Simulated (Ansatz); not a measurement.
Geometry optimisation, UKS PBE0-D4/cc-pVDZ (Ansatz 0.2.0).

Input:

```yaml
crystal:
  periodic: [false, false, false]
  atoms:
    - { symbol: B, position_ang: [0.000854, -0.000152, -0.160461] }
    - { symbol: H, position_ang: [-0.00068, 9.3e-05, 1.038359] }
    - { symbol: H, position_ang: [1.045075, -0.000266, -0.765126] }
    - { symbol: H, position_ang: [-1.041707, -0.000282, -0.767869] }
    - { symbol: C, position_ang: [-0.000543, 7.3e-05, 3.354467] }
    - { symbol: H, position_ang: [-0.590106, -0.916707, 3.358395] }
    - { symbol: H, position_ang: [1.088204, -0.051268, 3.343612] }
    - { symbol: H, position_ang: [-0.500998, 0.968409, 3.360124] }
magnetization:
  spin_polarized: true
  initial_magnetization: 1
basis:
  gaussian: { orbitals: cc-pVDZ }
hamiltonian:
  xc: pbe0
  dispersion: d4
relax:
  f_tol: 0.03
  max_steps: 50
```

Launched with:

```bash
$ ansatz run input.yaml --threads 1 --pin off --max-ram 2048MiB --backend cpu --events-out ev --progress --plain --runs-dir out
```

Task: Where does it end, and by what steps?

Result: The run converged. The force dipped under the threshold on the way, but the program's further checks kept it going. After 10 steps the energy has fallen by 0.052 eV; H8 moved furthest, 0.35 Å.

```json
{"step": "0", "energy less start (eV)": "0.0000", "largest force component (eV/Å)": "0.290", "accepted": "yes"}
{"step": "1", "energy less start (eV)": "0.0047", "largest force component (eV/Å)": "0.542", "accepted": "no"}
{"step": "2", "energy less start (eV)": "-0.0124", "largest force component (eV/Å)": "0.144", "accepted": "yes"}
{"step": "3", "energy less start (eV)": "-0.0365", "largest force component (eV/Å)": "0.036", "accepted": "yes"}
{"step": "4", "energy less start (eV)": "-0.0493", "largest force component (eV/Å)": "0.085", "accepted": "yes"}
{"step": "5", "energy less start (eV)": "-0.0506", "largest force component (eV/Å)": "0.068", "accepted": "yes"}
{"step": "6", "energy less start (eV)": "-0.0517", "largest force component (eV/Å)": "0.005", "accepted": "yes"}
{"step": "7", "energy less start (eV)": "-0.0520", "largest force component (eV/Å)": "0.028", "accepted": "yes"}
{"step": "8", "energy less start (eV)": "-0.0499", "largest force component (eV/Å)": "0.110", "accepted": "no"}
{"step": "9", "energy less start (eV)": "-0.0520", "largest force component (eV/Å)": "0.063", "accepted": "no"}
{"step": "10", "energy less start (eV)": "-0.0521", "largest force component (eV/Å)": "0.025", "accepted": "yes"}
```

```xyz
8
Properties=species:S:1:pos:R:3
B 0.001 0.000 -0.504
H -0.006 0.001 0.702
H 1.048 -0.001 -1.103
H -1.039 -0.001 -1.116
C -0.001 0.000 3.691
H -0.590 -0.918 3.707
H 1.089 -0.051 3.675
H -0.501 0.969 3.711
```

Whether the end is a true minimum wasn't checked by a vibrational analysis.

Run time: 21 s on 1 thread of Arm Neoverse V1, with other jobs on the host, peak memory 0.12 GiB.
